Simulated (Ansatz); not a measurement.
SiNH$_{4}$Cl, singlet: a single point at a displaced guess of a reacting structure.

in.yaml

```yaml
crystal:
  periodic: [false, false, false]
  atoms:
    - {symbol: Si, position_ang: [-0.436800, -0.349500, 0.071800]}
    - {symbol: H, position_ang: [0.591600, 0.781000, 1.367900]}
    - {symbol: N, position_ang: [0.639500, 0.289200, -0.720500]}
    - {symbol: H, position_ang: [1.071600, 0.977500, 0.366800]}
    - {symbol: H, position_ang: [-1.966200, 0.238200, 0.287800]}
    - {symbol: Cl, position_ang: [-0.734400, -2.265500, 0.647800]}
    - {symbol: H, position_ang: [0.693300, 0.245900, -1.773100]}
basis:
  gaussian: {orbitals: def2-TZVPP}
correlation: {method: ccsd_t}
output: {forces: true}
```

An equivalent command:

```bash
ansatz run in.yaml --threads 4 --pin off --events-out ev --progress --plain
```

Output of Ansatz 0.2.0:

```
Functional definition: HF
  name "HF"
  cite "Fock, Z. Phys. 61, 126 (1930) doi:10.1007/BF01340294"
  parent pbe
  exchange = exact_x
  correlation = 0
996 factors; integrals over basis functions are off by at most 9.5e-4 eV
mean field evaluation 1: about -21905.1739 eV, gradient 4.2e1 eV
mean field evaluation 2: about -21905.3725 eV, gradient 4.2e1 eV
mean field evaluation 4: about -21908.8594 eV, gradient 3.1e0 eV
mean field evaluation 8: about -21908.9115 eV, gradient 3.0e-1 eV
mean field evaluation 16: about -21908.9124 eV, gradient 2.6e-6 eV
mean field -21908.91241115 eV, -805.1376807154 hartree, gradient 2.6e-6 eV, S^2 0.000000; 0 other end points of the search recorded, 0 dependent functions left out
11 core orbitals not correlated: weight in the atoms' cores, before any rotation towards them, 1.000 or more for the frozen orbitals, at most 0.000 for the correlated occupied ones
reference -21908.91241115 eV, -805.1376807154 hartree; 10, 10 occupied and 150, 150 virtual orbitals, 996 factors
second order -15.05603897 eV of doubles, -0.00000000 eV of singles
cycle   1  -15.51981295 eV  change   -4.6e-1 eV  update   8.8e-2
cycle   2  -15.91776322 eV  change   -4.0e-1 eV  update   2.7e-2
cycle   3  -15.99894660 eV  change   -8.1e-2 eV  update   1.4e-2
cycle   4  -15.98778019 eV  change    1.1e-2 eV  update   3.7e-3
cycle   5  -15.98737635 eV  change    4.0e-4 eV  update   1.9e-3
cycle   6  -15.98767119 eV  change   -2.9e-4 eV  update   7.0e-4
cycle   7  -15.98744956 eV  change    2.2e-4 eV  update   3.1e-4
cycle   8  -15.98754627 eV  change   -9.7e-5 eV  update   1.4e-4
cycle   9  -15.98756851 eV  change   -2.2e-5 eV  update   5.8e-5
cycle  10  -15.98754077 eV  change    2.8e-5 eV  update   2.5e-5
cycle  11  -15.98756233 eV  change   -2.2e-5 eV  update   1.1e-5
cycle  12  -15.98756208 eV  change    2.5e-7 eV  update   4.4e-6
perturbative correction -0.70727305 eV, -0.0259918052 hartree
the calculation of the forces begins
Total energy: -21925.60724627 eV, -805.7512045902 hartree
Atom 0 at    -0.436800    -0.349500     0.071800 Å, force    -7.890587    -1.080120     7.485248 eV/Å
Atom 1 at     0.591600     0.781000     1.367900 Å, force    -0.464032    -0.506566    -0.067781 eV/Å
Atom 2 at     0.639500     0.289200    -0.720500 Å, force     7.294417     3.886419    -7.609903 eV/Å
Atom 3 at     1.071600     0.977500     0.366800 Å, force    -1.609935    -1.516347    -0.748163 eV/Å
Atom 4 at    -1.966200     0.238200     0.287800 Å, force     1.999498    -0.739407    -0.418423 eV/Å
Atom 5 at    -0.734400    -2.265500     0.647800 Å, force     0.263075    -0.319254    -0.132228 eV/Å
Atom 6 at     0.693300     0.245900    -1.773100 Å, force     0.407565     0.275275     1.491250 eV/Å
Dipole moment:    -0.073390    -0.040002    -0.362313 e Å
```

The lines “mean field evaluation” count trial sets of orbitals through the whole run, from several starts and some on an approximate energy, so they need not fall steadily or lie above the final value.

Hardware: 4 CPU threads, shared host. Wall time 85 s; peak host memory 2.6 GiB.
